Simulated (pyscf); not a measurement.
H₂C=C=CH₂ + HF -> H₂C=C=CH–F + H₂, a four-centre exchange (singlet surface; C–H, F–H broken, C–F, H–H formed). PySCF, gas phase, ωB97X-D3(BJ)/def2-SVP geometries. Energies in kJ/mol from the separated reactants.

Small-basis levels: PySCF, no dispersion term, spherical d functions. AM1 to PM7: differences of heats of formation from MOPAC, which are fitted to 298 K values and so differ in kind from electronic energies by zero-point and thermal terms. GFN2-xTB: tblite. Cost: rough CPU time at the saddle relative to B3LYP/6-31G*, from one job on a shared machine.

```
level                   barrier  reaction energy        cost
----------------------  -------  ---------------  ----------
HF/STO-3G                 625.0             +9.7        0.06
SVWN5/6-31G*              296.9            +44.6           1
PBE/6-31G*                335.0            +48.8           2
B3LYP/LANL2DZ                 ?           +105.0         0.8
B3LYP/6-311+G**           421.9           +117.3           2
GFN2-xTB                  387.3            +46.4  under 0.02
PM3                       517.5            +37.4  under 0.02
PM6                       377.9            -25.4  under 0.02
PM7                           ?            -45.2  under 0.02
ωB97M-D3(BJ)/def2-TZVP        ?           +111.2           –
```

Task: What belongs in the gaps?

Result: 
- B3LYP/LANL2DZ, barrier: 399.8
- PM7, barrier: 436.4
- ωB97M-D3(BJ)/def2-TZVP, barrier: 427.5

Against the last row the barrier runs from -130.5 (SVWN5/6-31G*) to +197.6 kJ/mol (HF/STO-3G). ωB97M-D3(BJ)/def2-TZVP has limits of its own. On the reactant side the descent ends in a complex, 21.2 kJ/mol under the separated species and 453.2 kJ/mol under the saddle at ωB97X-D3(BJ)/def2-TZVP. The same reactants have a lower exit, to HC≡C–CH₃ + HF (barrier +191.1 kJ/mol at ωB97M-D3(BJ)/def2-TZVP, against +427.5 kJ/mol here). One saddle was located; it need not be the lowest between these sides.
